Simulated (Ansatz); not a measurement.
# [Cl···H···NH], triplet along the distance Cl1-H2

Starting geometry:

```tsv
atom	x (Å)	y (Å)	z (Å)
Cl	-0.8041	0.0197	0.0000
H	0.4747	0.0197	0.0000
N	1.8489	0.0197	0.0000
H	2.1179	-0.9846	0.0000
```

From there H2 is moved from one fragment to the other while all else, the fragments' distance too, stays fixed; atoms are numbered as listed. Energies are in kcal/mol, counted from the starting geometry at the same level.

Basis cc-pVTZ; Ansatz 0.2.0. Correlated methods freeze the noble-gas cores. R marks a restricted (for open shells ROHF) determinant, U an unrestricted one. Active spaces: valence = (14e, 10o) chosen from the atoms' valence shells.

Runs in a small pair space aren't shown, since their orbitals change along the scan.

Full CI isn't at hand for all of this; UCCSDT(Q) serves as the reference, and is uncertain by about the last step of the cluster series. The frozen core follows each run's orbitals, which can shift R against U totals by a few meV.

| distance Cl1-H2 (Å) | UCCSDT(Q) | error UHF | error UMP2 | error RCCSD(T) | error BCCD(T) | error RCCSDT | error NEVPT2 (valence space) |
| --- | --- | --- | --- | --- | --- | --- | --- |
| 1.279 | 0.0 | 0.0 | 0.0 | 0.0 | 0.0 | 0.0 | 0.0 |
| 1.327 | -0.2 | 1.5 | 0.3 | 0.1 | 0.0 | 0.0 | 0.1 |
| 1.422 | 0.8 | 4.7 | 1.1 | 0.2 | 0.2 | 0.1 | 0.4 |
| 1.518 | 2.2 | 7.5 | 1.6 | 0.2 | 0.2 | 0.2 | 0.9 |
| 1.613 | 4.0 | 6.5 | 2.0 | 0.2 | 0.2 | 0.1 | 1.8 |

Errors are those of relative energies. In total energy the starting point itself misses UCCSDT(Q) by: UHF 254.5, UMP2 32.5, RCCSD(T) 1.1, BCCD(T) 1.0, RCCSDT 0.4, NEVPT2 (valence space) 46.2 kcal/mol.

Spread of the error over the points with a reference, to 1.613 Å (largest less smallest): RCCSDT 0.2, RCCSD(T) 0.2, BCCD(T) 0.2, NEVPT2 (valence space) 1.8, UMP2 2.0, UHF 7.5 kcal/mol.
